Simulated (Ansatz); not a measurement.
A short molecular-dynamics run on AlBFH$_{3}$, SMILES `F[BH][AlH2]`.

```yaml
crystal:
  periodic: [false, false, false]
  atoms:
    - {symbol: F, position_ang: [-0.478469, -2.079129, -0.109508]}
    - {symbol: B, position_ang: [-0.701468, -0.798004, -0.384108]}
    - {symbol: Al, position_ang: [0.643845, 0.736041, 0.326913]}
    - {symbol: H, position_ang: [-1.694497, -0.598876, -1.045531]}
    - {symbol: H, position_ang: [1.874388, 1.220452, -0.559820]}
    - {symbol: H, position_ang: [0.398301, 1.455515, 1.725856]}
basis:
  gaussian: {orbitals: def2-SVP}
hamiltonian: {xc: {name: PBE}}
md: {timestep: 1 fs, n_steps: 20, ensemble: nvt_nose_hoover, temperature: 700, initial_velocities: maxwell_boltzmann, seed: 707}
```

```sh
$ ansatz run in.yaml --threads 2 --pin off --events-out ev --progress --plain --max-ram 4352MiB
```

```json
{"step": "0", "time (fs)": "0.0", "potential energy (eV)": "-10026.2932", "kinetic (eV)": "0.3619", "T (K)": "700", "conserved (eV)": "-10025.9313"}
{"step": "1", "time (fs)": "1.0", "potential energy (eV)": "-10026.2877", "kinetic (eV)": "0.3568", "T (K)": "690", "conserved (eV)": "-10025.9309"}
{"step": "2", "time (fs)": "2.0", "potential energy (eV)": "-10026.2431", "kinetic (eV)": "0.3138", "T (K)": "607", "conserved (eV)": "-10025.9292"}
{"step": "3", "time (fs)": "3.0", "potential energy (eV)": "-10026.1825", "kinetic (eV)": "0.2549", "T (K)": "493", "conserved (eV)": "-10025.9277"}
{"step": "4", "time (fs)": "4.0", "potential energy (eV)": "-10026.1305", "kinetic (eV)": "0.2039", "T (K)": "394", "conserved (eV)": "-10025.9267"}
{"step": "5", "time (fs)": "5.0", "potential energy (eV)": "-10026.1024", "kinetic (eV)": "0.1760", "T (K)": "340", "conserved (eV)": "-10025.9265"}
{"step": "6", "time (fs)": "6.0", "potential energy (eV)": "-10026.1010", "kinetic (eV)": "0.1740", "T (K)": "336", "conserved (eV)": "-10025.9272"}
{"step": "7", "time (fs)": "7.0", "potential energy (eV)": "-10026.1162", "kinetic (eV)": "0.1879", "T (K)": "363", "conserved (eV)": "-10025.9285"}
{"step": "8", "time (fs)": "8.0", "potential energy (eV)": "-10026.1281", "kinetic (eV)": "0.1985", "T (K)": "384", "conserved (eV)": "-10025.9299"}
{"step": "9", "time (fs)": "9.0", "potential energy (eV)": "-10026.1180", "kinetic (eV)": "0.1884", "T (K)": "364", "conserved (eV)": "-10025.9299"}
{"step": "10", "time (fs)": "10.0", "potential energy (eV)": "-10026.0879", "kinetic (eV)": "0.1604", "T (K)": "310", "conserved (eV)": "-10025.9280"}
{"step": "11", "time (fs)": "11.0", "potential energy (eV)": "-10026.0681", "kinetic (eV)": "0.1426", "T (K)": "276", "conserved (eV)": "-10025.9261"}
{"step": "12", "time (fs)": "12.0", "potential energy (eV)": "-10026.0846", "kinetic (eV)": "0.1581", "T (K)": "306", "conserved (eV)": "-10025.9273"}
{"step": "13", "time (fs)": "13.0", "potential energy (eV)": "-10026.1210", "kinetic (eV)": "0.1920", "T (K)": "371", "conserved (eV)": "-10025.9299"}
{"step": "14", "time (fs)": "14.0", "potential energy (eV)": "-10026.1377", "kinetic (eV)": "0.2079", "T (K)": "402", "conserved (eV)": "-10025.9309"}
{"step": "15", "time (fs)": "15.0", "potential energy (eV)": "-10026.1181", "kinetic (eV)": "0.1897", "T (K)": "367", "conserved (eV)": "-10025.9298"}
{"step": "16", "time (fs)": "16.0", "potential energy (eV)": "-10026.0761", "kinetic (eV)": "0.1496", "T (K)": "289", "conserved (eV)": "-10025.9282"}
{"step": "17", "time (fs)": "17.0", "potential energy (eV)": "-10026.0355", "kinetic (eV)": "0.1102", "T (K)": "213", "conserved (eV)": "-10025.9270"}
{"step": "18", "time (fs)": "18.0", "potential energy (eV)": "-10026.0138", "kinetic (eV)": "0.0891", "T (K)": "172", "conserved (eV)": "-10025.9266"}
{"step": "19", "time (fs)": "19.0", "potential energy (eV)": "-10026.0174", "kinetic (eV)": "0.0926", "T (K)": "179", "conserved (eV)": "-10025.9269"}
{"step": "20", "time (fs)": "20.0", "potential energy (eV)": "-10026.0420", "kinetic (eV)": "0.1166", "T (K)": "225", "conserved (eV)": "-10025.9278"}
```

Velocities are drawn at the set temperature; a run this short doesn't reach equilibrium.

Frames (Å, forces in eV/Å):

```xyz
6
time=0.0 fs
F    -0.478   -2.079   -0.110    0.105   -0.444    0.114
B    -0.701   -0.798   -0.384    0.274    0.264    0.148
Al    0.644    0.736    0.327   -0.150   -0.152   -0.081
H    -1.694   -0.599   -1.046   -0.394    0.140   -0.268
H     1.874    1.220   -0.560    0.177    0.080   -0.103
H     0.398    1.456    1.726   -0.012    0.111    0.191
6
time=1.0 fs
F    -0.482   -2.075   -0.110    0.225   -0.666    0.195
B    -0.688   -0.796   -0.380   -0.603    0.365   -0.359
Al    0.644    0.732    0.327   -0.128    0.096    0.041
H    -1.726   -0.615   -1.055    0.316    0.152    0.162
H     1.850    1.243   -0.585    0.147    0.057   -0.045
H     0.371    1.472    1.730    0.044   -0.004    0.007
6
time=2.0 fs
F    -0.485   -2.072   -0.111    0.326   -0.850    0.261
B    -0.675   -0.795   -0.376   -1.294    0.387   -0.732
Al    0.644    0.728    0.327   -0.084    0.358    0.138
H    -1.753   -0.629   -1.062    0.855    0.200    0.467
H     1.828    1.265   -0.611    0.095    0.021    0.030
H     0.345    1.489    1.734    0.102   -0.116   -0.166
6
time=3.0 fs
F    -0.488   -2.069   -0.112    0.410   -0.991    0.314
B    -0.663   -0.792   -0.373   -1.768    0.344   -0.960
Al    0.643    0.724    0.327   -0.028    0.613    0.198
H    -1.773   -0.641   -1.065    1.192    0.274    0.639
H     1.806    1.288   -0.637    0.035   -0.024    0.116
H     0.319    1.504    1.736    0.159   -0.215   -0.306
6
time=4.0 fs
F    -0.491   -2.067   -0.112    0.478   -1.092    0.354
B    -0.653   -0.790   -0.371   -2.042    0.254   -1.064
Al    0.643    0.720    0.328    0.030    0.843    0.217
H    -1.782   -0.651   -1.062    1.345    0.358    0.694
H     1.785    1.311   -0.661   -0.021   -0.071    0.201
H     0.295    1.518    1.736    0.210   -0.292   -0.403
6
time=5.0 fs
F    -0.493   -2.065   -0.113    0.533   -1.157    0.382
B    -0.644   -0.787   -0.370   -2.133    0.134   -1.057
Al    0.643    0.717    0.328    0.083    1.034    0.198
H    -1.777   -0.657   -1.052    1.331    0.445    0.649
H     1.763    1.333   -0.684   -0.064   -0.115    0.279
H     0.273    1.528    1.731    0.251   -0.341   -0.451
6
time=6.0 fs
F    -0.495   -2.064   -0.113    0.573   -1.190    0.398
B    -0.638   -0.784   -0.370   -2.035   -0.005   -0.941
Al    0.643    0.714    0.329    0.125    1.175    0.145
H    -1.760   -0.659   -1.037    1.146    0.531    0.507
H     1.741    1.353   -0.704   -0.088   -0.152    0.341
H     0.254    1.536    1.723    0.279   -0.360   -0.449
6
time=7.0 fs
F    -0.497   -2.063   -0.113    0.594   -1.191    0.399
B    -0.633   -0.781   -0.370   -1.722   -0.158   -0.704
Al    0.643    0.711    0.329    0.153    1.260    0.062
H    -1.732   -0.656   -1.016    0.771    0.614    0.257
H     1.718    1.373   -0.721   -0.089   -0.176    0.382
H     0.237    1.540    1.710    0.294   -0.349   -0.397
6
time=8.0 fs
F    -0.499   -2.063   -0.112    0.589   -1.158    0.382
B    -0.630   -0.779   -0.371   -1.173   -0.330   -0.337
Al    0.643    0.709    0.330    0.169    1.287   -0.044
H    -1.696   -0.647   -0.993    0.191    0.694   -0.103
H     1.695    1.390   -0.734   -0.068   -0.187    0.400
H     0.223    1.540    1.693    0.292   -0.306   -0.299
6
time=9.0 fs
F    -0.500   -2.064   -0.112    0.551   -1.087    0.341
B    -0.628   -0.776   -0.373   -0.428   -0.523    0.133
Al    0.643    0.708    0.330    0.174    1.258   -0.168
H    -1.659   -0.632   -0.970   -0.544    0.771   -0.542
H     1.670    1.406   -0.743   -0.026   -0.183    0.393
H     0.211    1.538    1.673    0.273   -0.235   -0.157
6
time=10.0 fs
F    -0.501   -2.065   -0.111    0.475   -0.977    0.274
B    -0.626   -0.774   -0.374    0.330   -0.726    0.601
Al    0.643    0.706    0.330    0.174    1.180   -0.300
H    -1.627   -0.609   -0.953   -1.249    0.827   -0.952
H     1.645    1.421   -0.749    0.034   -0.164    0.360
H     0.202    1.534    1.652    0.237   -0.139    0.017
6
time=11.0 fs
F    -0.502   -2.066   -0.111    0.363   -0.836    0.184
B    -0.624   -0.773   -0.375    0.792   -0.886    0.888
Al    0.643    0.706    0.331    0.172    1.067   -0.428
H    -1.606   -0.578   -0.945   -1.618    0.816   -1.160
H     1.621    1.433   -0.751    0.105   -0.132    0.304
H     0.196    1.528    1.631    0.186   -0.029    0.211
6
time=12.0 fs
F    -0.503   -2.069   -0.110    0.227   -0.679    0.080
B    -0.621   -0.772   -0.375    0.743   -0.928    0.868
Al    0.643    0.705    0.331    0.167    0.937   -0.535
H    -1.602   -0.539   -0.948   -1.447    0.676   -1.045
H     1.598    1.444   -0.750    0.183   -0.089    0.228
H     0.191    1.521    1.612    0.127    0.084    0.403
6
time=13.0 fs
F    -0.504   -2.071   -0.109    0.081   -0.522   -0.028
B    -0.618   -0.773   -0.374    0.273   -0.824    0.587
Al    0.644    0.705    0.331    0.152    0.811   -0.602
H    -1.611   -0.494   -0.962   -0.839    0.394   -0.664
H     1.576    1.455   -0.747    0.262   -0.039    0.141
H     0.188    1.516    1.597    0.070    0.180    0.566
6
time=14.0 fs
F    -0.504   -2.074   -0.108   -0.061   -0.373   -0.131
B    -0.614   -0.774   -0.373   -0.321   -0.620    0.216
Al    0.644    0.705    0.331    0.123    0.711   -0.615
H    -1.628   -0.445   -0.981   -0.101    0.031   -0.195
H     1.557    1.465   -0.742    0.334    0.010    0.052
H     0.185    1.512    1.588    0.027    0.241    0.673
6
time=15.0 fs
F    -0.505   -2.076   -0.107   -0.190   -0.238   -0.222
B    -0.610   -0.775   -0.371   -0.803   -0.394   -0.104
Al    0.644    0.706    0.330    0.075    0.654   -0.565
H    -1.646   -0.396   -1.002    0.519   -0.330    0.215
H     1.541    1.475   -0.737    0.392    0.053   -0.028
H     0.182    1.511    1.584    0.007    0.255    0.704
6
time=16.0 fs
F    -0.505   -2.079   -0.106   -0.299   -0.122   -0.300
B    -0.608   -0.777   -0.370   -1.090   -0.194   -0.318
Al    0.645    0.706    0.330    0.013    0.647   -0.456
H    -1.659   -0.349   -1.022    0.932   -0.633    0.505
H     1.528    1.486   -0.733    0.429    0.083   -0.087
H     0.180    1.512    1.588    0.015    0.219    0.654
6
time=17.0 fs
F    -0.506   -2.082   -0.106   -0.389   -0.025   -0.362
B    -0.606   -0.779   -0.369   -1.194   -0.037   -0.427
Al    0.645    0.707    0.329   -0.050    0.689   -0.305
H    -1.663   -0.309   -1.036    1.145   -0.863    0.677
H     1.520    1.498   -0.729    0.440    0.095   -0.118
H     0.178    1.515    1.597    0.048    0.141    0.534
6
time=18.0 fs
F    -0.507   -2.085   -0.105   -0.460    0.052   -0.409
B    -0.605   -0.781   -0.368   -1.151    0.076   -0.449
Al    0.646    0.709    0.328   -0.101    0.765   -0.136
H    -1.656   -0.277   -1.044    1.191   -1.017    0.745
H     1.516    1.510   -0.726    0.424    0.086   -0.117
H     0.176    1.520    1.612    0.096    0.039    0.366
6
time=19.0 fs
F    -0.508   -2.088   -0.105   -0.513    0.111   -0.443
B    -0.606   -0.783   -0.368   -0.982    0.140   -0.395
Al    0.646    0.710    0.327   -0.129    0.858    0.026
H    -1.638   -0.255   -1.045    1.093   -1.096    0.720
H     1.517    1.523   -0.724    0.381    0.057   -0.087
H     0.175    1.525    1.631    0.151   -0.070    0.178
6
time=20.0 fs
F    -0.510   -2.091   -0.105   -0.551    0.154   -0.464
B    -0.607   -0.785   -0.368   -0.689    0.143   -0.260
Al    0.646    0.712    0.326   -0.130    0.951    0.166
H    -1.610   -0.243   -1.039    0.849   -1.091    0.596
H     1.520    1.537   -0.724    0.319    0.011   -0.034
H     0.175    1.529    1.651    0.202   -0.168   -0.004
```

It took 14 s on 2 threads of an Arm Neoverse V1 on a shared host, with 0.3 GiB of host memory at the peak.
